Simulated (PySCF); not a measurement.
A PySCF script (with the pyscf-properties extension) for the NMR shieldings of `c1(N)nccs1`, C3H4N2S, on a PBE0-D3(BJ)/def2-SVP geometry:

```python
import basis_set_exchange as bse
import numpy as np
from pyscf import gto, dft
from pyscf.prop import nmr

atoms = """
N     2.078320   -0.000585   -0.036882
C     0.725940   -0.028640    0.146465
N     0.001997    1.022857    0.388320
C    -1.322704    0.691843    0.461111
C    -1.633132   -0.623011    0.284582
S    -0.179798   -1.521703   -0.010287
H     2.602767   -0.841136    0.163224
H     2.514944    0.862905    0.263103
H    -2.059198    1.472609    0.661161
H    -2.604487   -1.111889    0.312384
"""
names = dict.fromkeys(["N", "C", "S", "H"], "pcSseg-1")
basis = {el: gto.basis.parse(bse.get_basis(n, elements=[el], fmt="nwchem")) for el, n in names.items()}
mol = gto.M(atom=atoms, basis=basis, charge=0, verbose=0)
mf = dft.RKS(mol, xc="PBE0")
mf.grids.level = 2
mf.grids.alignment = dft.numint.BLKSIZE   # the property module wants whole blocks of grid points
mf.conv_tol = 1e-9
mf.kernel()

calc = nmr.RKS(mf)   # GIAO
C = mf.mo_coeff
Co = C[:, mf.mo_occ > 0]
resp = mf.gen_response(singlet=True, hermi=2)
def vind(x):   # induced exchange potential for any number of trial vectors
    d = np.einsum("pi,xij,qj->xpq", C, 2 * x.reshape(-1, C.shape[1], Co.shape[1]), Co, optimize=True)
    return np.einsum("xpq,pi,qj->xij", resp(d - d.transpose(0, 2, 1)), C, Co, optimize=True).ravel()
mo1, _ = nmr.rhf.solve_mo1(calc, with_cphf=vind)
sigma = calc.kernel(mo1)
for i, s in enumerate(sigma):   # ppm
    w = np.linalg.eigvalsh((s + s.T) / 2)
    print("%2d %-2s iso %8.1f  s11 %8.1f  s22 %8.1f  s33 %8.1f" % (i, mol.atom_pure_symbol(i), w.mean(), *w))
```

Question: What does it print?

Answer: 
```
 0 N  iso    182.5  s11    119.4  s22    174.7  s33    253.4
 1 C  iso     13.5  s11    -47.0  s22      7.1  s33     80.2
 2 N  iso    -25.8  s11   -235.3  s22    -37.3  s33    195.3
 3 C  iso     39.9  s11    -39.5  s22     50.1  s33    109.0
 4 C  iso     70.6  s11    -14.5  s22     98.8  s33    127.4
 5 S  iso    315.1  s11    141.7  s22    376.6  s33    427.1
 6 H  iso     27.5  s11     20.6  s22     27.0  s33     35.0
 7 H  iso     26.9  s11     20.8  s22     24.2  s33     35.7
 8 H  iso     24.2  s11     20.9  s22     23.5  s33     28.2
 9 H  iso     25.0  s11     22.2  s22     25.0  s33     27.7
```

These numbers come from an equivalent density-fitted implementation of the same equations, which agrees with the script to about 0.01 ppm for H and up to a few tenths of a ppm for heavy atoms, so last digits may differ.

Question: Turn these shieldings into chemical shifts. References, each an isolated molecule treated in the same way: ¹⁵N (σref 265.67) against NH3; ¹³C (σref 184.41) and ¹H (σref 31.27) against TMS; ³³S (σref 495.66) against CS2.

Answer: Averaging equivalent atoms: N 2: 291.4; N 0: 83.2; C 1: 171.0; C 3: 144.5; C 4: 113.8; S 5: 181; H 8: 7.05; H 9: 6.29; H 6/7: 4.06 ppm. Experimental scales use liquid or dissolved standards, which lie at an offset from isolated NH3 (liquid NH3: subtract about 20 ppm). Unscaled 15N shifts of sp2 nitrogen come out 20 to 40 ppm too high even then.

Size and cost of the density-fitted run: 129 basis functions, 13 s wall time on 1 thread of an Arm Neoverse V1, shared host; peak memory 0.66 GiB.
